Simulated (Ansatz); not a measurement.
**Where CCSD(T) holds and where it slips**

Each species is computed at the geometry given (Å), with frozen cores, in Ansatz 0.2.0: RHF-CCSD(T) for singlets, UHF-CCSD(T) otherwise, and full CI in the same basis. The program picks the determinant by trial CCSD, so it needn't be the lowest Hartree–Fock solution. States: [H···H···BH2] A1, [H···H···S] Π, GeH2 A1, BH⁻ Π. Cases whose determinant has another symmetry than full CI's state, or whose (Q) step broke down, weren't drawn. No relativity is included.

Q: Judging by size, spin and bonding and the diagnostics given, rank them by the size of CCSD(T)'s error in total energy against full CI in the same basis, smallest first (an estimate).
A. BH⁻, doublet, aug-cc-pVDZ: B 0.000 0.000 0.000; H 0.000 0.000 1.720. T1 0.031, (T) -106 meV in a correlation energy of -2.99 eV
B. [H···H···S], triplet, 6-31G: H 0.000 0.000 -1.097; H 0.000 0.000 -0.199; S 0.000 0.000 1.295. T1 0.012, (T) -13 meV in a correlation energy of -1.48 eV
C. [H···H···BH$_{2}$], doublet, 6-31G: H -2.269 0.000 0.000; H -1.443 0.000 0.000; B 0.212 0.000 0.000; H 0.721 0.000 1.077; H 0.721 0.000 -1.077. T1 0.010, (T) -25 meV in a correlation energy of -2.22 eV
D. GeH2, singlet, cc-pVDZ: Ge 0.000 -0.021 0.000; H 0.000 0.749 -1.334; H 0.000 0.749 1.334. T1 0.013, (T) -56 meV in a correlation energy of -3.04 eV

A: B (4.7 meV), C (10.8 meV), D (18.4 meV), A (39.0 meV).

```json
{"species": "[H···H···S], triplet", "basis": "6-31G", "correlated electrons": "8", "CCSD(T) − full CI (meV)": "4.7", "CCSDT(Q) − full CI (meV)": "0.1", "unpaired electrons (full CI)": "2.01", "T1": "0.012", "⟨S²⟩ of the determinant": "2.03"}
{"species": "[H···H···BH2], doublet", "basis": "6-31G", "correlated electrons": "7", "CCSD(T) − full CI (meV)": "10.8", "CCSDT(Q) − full CI (meV)": "0.1", "unpaired electrons (full CI)": "1.02", "T1": "0.010", "⟨S²⟩ of the determinant": "0.77"}
{"species": "GeH2, singlet", "basis": "cc-pVDZ", "correlated electrons": "6", "CCSD(T) − full CI (meV)": "18.4", "CCSDT(Q) − full CI (meV)": "0.6", "unpaired electrons (full CI)": "0.09", "T1": "0.013", "⟨S²⟩ of the determinant": "0.00"}
{"species": "BH⁻, doublet", "basis": "aug-cc-pVDZ", "correlated electrons": "5", "CCSD(T) − full CI (meV)": "39.0", "CCSDT(Q) − full CI (meV)": "0.6", "unpaired electrons (full CI)": "1.12", "T1": "0.031", "⟨S²⟩ of the determinant": "0.76"}
```

Unpaired electrons are Σ n²(2−n)² over natural occupations; an open shell counts its own unpaired electrons too. Frozen cores follow each run's orbitals, which moves totals by a few meV.
